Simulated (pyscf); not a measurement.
Thermochemistry of product channels of H₃Si–NH–SiH₃ + hydrogen chloride (HCl) on the singlet surface, in kcal/mol, from ωB97M-D3(BJ)/def2-TZVP energies (ideal gas, 1 atm, RRHO with modes under 100 cm⁻¹ raised to 100, one conformer, R ln 2 for rigid chiral ones). PySCF, gas phase, ωB97X-D3(BJ)/def2-SVP geometries.

| products | ΔE | ΔH(298 K) | ΔG(298 K) | ΔG(1200 K) |
|---|---|---|---|---|
| H₃Si–Cl + silylamine (H₂N–SiH₃) | -9.5 | -8.1 | -8.8 | -9.6 |
| H₃Si–NH–SiH₂–Cl + hydrogen (H₂) | -22.2 | -23.3 | -21.1 | -16.2 |

These are energies of the channels, which say nothing of barriers.
